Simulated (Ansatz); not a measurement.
# CH2N+ (triplet): wave-function methods side by side, def2-TZVPP

An exercise on one series of results from a longer session: the logs are not shown, and one member is left open.

Program: Ansatz 0.2.0, Gaussian basis. Level of theory: def2-TZVPP, core rule «outside noble gas», up to 2 orbitals frozen. These are calculated values, not measurements.

Plan: UHF; ROHF; CCSD(T) on UHF.

2 further runs of the same task are left out: 2 set aside as unsound or not needed.

## The system

The geometry is a PBE0/def2-TZVP stationary point (not a proven minimum) of the parent state, kept for this charge and spin.

4 atoms, charge 1, spin multiplicity 3.

Atoms are counted from 1 here; the program's logs count them from 0.

Bond lengths: N1–C2 1.226 Å, N1–H3 1.020 Å, C2–H4 1.097 Å. Angles: C2–N1–H3 118.7°, N1–C2–H4 125.4°.

Coordinates:

```xyz
4

N     0.0000   -0.1720    0.5481
C     0.0000    0.1950   -0.6214
H     0.0000    0.5353    1.2828
H     0.0000   -0.4685   -1.4949
```

Set-up of the first run:

in.yaml

```yaml
crystal:
  periodic: [false, false, false]
  atoms:
    - {symbol: N, position_ang: [0.000000, -0.172031, 0.548148]}
    - {symbol: C, position_ang: [0.000000, 0.195022, -0.621447]}
    - {symbol: H, position_ang: [0.000000, 0.535251, 1.282826]}
    - {symbol: H, position_ang: [0.000000, -0.468538, -1.494872]}
basis:
  gaussian: {orbitals: def2-TZVPP}
total_charge: 1
magnetization: {spin_polarized: true, initial_magnetization: 2}
hamiltonian: {xc: hf}
output: {orbitals: {seedname: orbitals}}
```

Run with:

```
$ ansatz run in.yaml --threads 1 --pin off --events-out ev --progress --plain --max-ram 2816MiB --backend cpu
```

Steps of the session up to this table: UHF; ROHF; CCSD(T) on UHF.

One of the session's tables, all rows but one given; the rest of the session is left out.

It belongs to the step «Misses and costs». 

| method | from UCCSD(T) (kcal/mol) |
| --- | --- |
| ROHF | +194.31 |
| UHF | ? |
| UMP2 | +25.05 |
| UCCSD | +7.43 |
| UCCSD(T) | 0 |

Estimate the missing values for UHF.

**Answer.** from UCCSD(T) (kcal/mol): +190.82. In the column «from UCCSD(T) (kcal/mol)» it lies between UMP2 (+25.05) and ROHF (+194.31).

Caveats from the session: Warnings: coupled cluster took another determinant than the lowest.
